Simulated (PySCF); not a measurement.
C2H2ClN3.
Bonds: Cl1–C2, C2–N3 (aromatic), N3–C4 (aromatic), C4–N5 (aromatic), N5–N6 (aromatic), C2–N6 (aromatic). Hydrogens: H7 on C4; H8 on N6.

NICS is the negative of the GIAO shielding at a point without a nucleus: at the ring centre (0) and 1 Å above and below it (1); zz is the component along the ring normal. Level: GIAO HF/pcSseg-2 (PySCF, non-relativistic, gas phase) on the PBE0-D3(BJ)/def2-SVP geometry, one conformer.

Ring bond lengths (Å): C2–N3 1.306, N3–C4 1.358, C4–N5 1.318, N5–N6 1.337, N6–C2 1.349.

**Question.** Give the NICS values of each ring in ppm.

**Answer.** 
```tsv
ring	type	NICS(0)	NICS(1), two faces	NICS(1)zz, two faces	rms pucker (Å)	centre to ring atoms, mean (Å)
C2–N3–C4–N5–N6	5-membered ring with 3 N; formal bonds all aromatic	-12.8	-10.2 / -10.2	-30.6 / -30.6	0.00	1.13
```

**Question.** What can be read from them?

**Answer.** 
- C2–N3–C4–N5–N6: mean NICS(1)zz -30.6 ppm, shielded. The ring is flat and has no four-coordinate atom; by the NICS criterion it is aromatic.

**Question.** And the bond-length index? Use HOMA with the parameters of Krygowski (1993).

**Answer.** 
- C2–N3–C4–N5–N6: HOMA 0.95; the largest term is that of N5–N6, α(R − Ropt)² = 0.10. The geometric and the magnetic index point the same way.

**Question.** List the ring angles.

**Answer.** 
- C2–N3–C4–N5–N6: C2 110.4°, N3 102.3°, C4 115.1°, N5 102.3°, N6 109.8°; sum 540.0° against 540° for a flat convex ring.

**Question.** How shielded are the nuclei of the rings and their hydrogens (means over atoms taken as equivalent)?

**Answer.** 
| atoms | environment | σ isotropic (ppm) |
| --- | --- | --- |
| C2 | aromatic C–Cl carbon | 30.5 |
| N3 | pyridine-type nitrogen | -16.4 |
| C4 | aromatic CH next to a ring nitrogen | 26.0 |
| N5 | pyridine-type nitrogen | -68.1 |
| N6 | pyrrole-type nitrogen | 48.8 |
| H7 | aromatic hydrogen | 23.58 |
| H8 | N–H hydrogen | 21.86 |

**Question.** How do the values depend on the level or the medium?

**Answer.** 
| level | NICS(0), C2–N3–C4–N5–N6 | mean NICS(1)zz, C2–N3–C4–N5–N6 |
| --- | --- | --- |
| HF/pcSseg-2, gas | -12.8 | -30.6 |
| PBE0/pcSseg-1, gas | -12.9 | -30.1 |

The geometry is the same throughout.
